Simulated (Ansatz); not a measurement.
# Os (hcp): energy against volume

These are results of Ansatz 0.2.0, DFT, revPBE, plane waves (420 eV) with PAW, scalar-relativistic, not measurements. (PAW data from PBE, frozen cores regenerated.)

The cell is scaled uniformly from the relaxed one, with fractional coordinates and shape fixed. Energies are extrapolated to zero smearing, pressures are those at the given smearing. Magnetic state: spin not included.

A Birch-Murnaghan fit gives V₀ = 14.38 Å³/atom, B₀ = 387 GPa, B₀′ = 4.8.

Question: What are the energy above the minimum and the pressure at 13.811 Å³/atom?

Answer: 29.6 meV/atom and 17.47 GPa as computed.

Question: What are the energy above the minimum and the pressure at 14.961 Å³/atom?

Answer: 26.2 meV/atom and -13.79 GPa as computed.

Question: What are the energy above the minimum and the pressure at 15.537 Å³/atom?

Answer: 96.7 meV/atom and -24.68 GPa as computed.
